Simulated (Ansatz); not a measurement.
Results of LDA (Ansatz, a quantum-chemistry and plane-wave program, PAW) for 1T (CdI2-type) PtSe₂.

Numerical settings: plane-wave cutoff 520 eV, 12×12×8 k mesh (along the axes of the cell as run), Fermi–Dirac smearing 0.01 eV, scalar-relativistic PAW data made under PBE.

The volume scan:

```tsv
V (Å³/atom)	E − E_lowest (meV/atom)	P (GPa)
18.473	7.37	3.32
18.858	1.70	1.48
19.243	0.00	0.00
19.628	1.44	-1.14
20.013	5.21	-1.94
```

### Question
Estimate the bulk modulus from the pressures at 18.858 and 19.628 Å³/atom, and compare it with a fit to all energies.

### Answer
B = −V dP/dV. Between V = 18.858 and 19.628 Å³/atom, dP/dV = (-1.14 − (1.48))/(19.628 − 18.858) = -3.40 GPa per Å³/atom; at the midpoint 19.243 Å³/atom this gives B ≈ 65.5 GPa. The third-order Birch–Murnaghan fit gives V0 = 19.242 Å³/atom, B0 = 64.5 GPa, B′ = 12.3, which lies 2 % below that estimate.

Shape and atoms are relaxed at each volume.

Spin–orbit coupling is not included.

Computing time: around 6 core-minutes (rough).
